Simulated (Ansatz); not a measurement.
A made-up structure of CH$_{3}$OSi, doublet:

```xyz
6
angstrom
C 0.1549 -1.2197 0.1271
Si -0.6503 0.2131 -0.6922
O 1.2387 -0.5651 1.1933
H -1.3469 0.0560 -1.9196
H -1.0631 1.3656 0.0272
H 1.4090 0.3794 1.1441
```

It is relaxed with PBE-D4/def2-SVP and then PBE0-D4/def2-TZVP (Ansatz 0.2.0). Atoms count as bonded within 1.22 times the sum of their covalent radii (H–H: 0.88 Å). The end point is not checked to be a true minimum.

(1) Does its bonding change? (Judge from chemistry; the calculation decides.)

## Answers

(1) Computed: No: no bond forms or breaks.

Where it ends: The first stage lowers the energy by 1.87 eV in 9 steps. It ends as CH₃OSi ([OH][C][SiH2]):
```csv
atom,x (Å),y (Å),z (Å)
C1,0.3945,-0.3995,0.1944
Si2,-0.8981,0.3148,-0.6262
O3,1.0511,-0.5357,1.3241
H4,-1.2091,-0.2129,-1.9646
H5,-1.5992,1.5556,-0.2146
H6,2.0032,-0.4930,1.1670
```

Labels in which every atom is bracketed show which atoms are joined, not bond orders.

For scale, one of the runs: PBE0-D4/def2-TZVP relaxation, 117 basis functions, launched by `ansatz run in.yaml --threads 2 --pin off --events-out ev --progress --plain --max-ram 4352MiB`. The run took about 87 s on 2 CPU threads of an Arm Neoverse V2 (shared host).
